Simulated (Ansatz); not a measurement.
Born–Oppenheimer molecular dynamics of FH$_{3}$Si (5 atoms, charge 0, multiplicity 1). It starts at the highest image of a converged band, a first-order saddle point between two minima.

All numbers below come from RKS PBE-D4/def2-mTZVP in Ansatz 0.2.0.

* ensemble: NVE (velocity Verlet)
* time step: 0.5 fs
* steps asked: 200
* starting velocities drawn for: 300 K
* seed: 10600

First frame:

```xyz
5
Properties=species:S:1:pos:R:3
Si 0.262 0.015 -0.470
H 0.572 -0.248 1.207
H 1.505 0.116 0.411
F -0.646 1.374 -0.351
H -0.548 -1.151 0.013
```

**Question.** How far do the bonds stretch over the last three quarters of this one trajectory? (Pairs bonded in most of those frames.)

**Answer.** 
```csv
bond,mean (Å),spread (Å),shortest,longest
Si1–H2,1.560,0.102,1.36,1.73
Si1–H3,1.586,0.139,1.32,1.80
Si1–F4,1.639,0.032,1.59,1.69
Si1–H5,1.540,0.059,1.42,1.66
```

Mean temperature of the second half: 3026 K. The conserved energy stayed within 0.65 meV per atom of its start (net change 0.17 meV per atom), so the integration is sound. The kinetic energy rose, since the run started high on the potential surface and went downhill. A run of 0.1 ps of so small a system gives no equilibrium averages. The orbitals stay closed-shell, which can raise the energy where a bond breaks towards radicals; this wasn't checked here.

Time of the run: 69 s on 1 thread of Intel(R) Xeon(R) 6975P-C (Granite Rapids), on a shared host, peak memory 0.11 GiB.
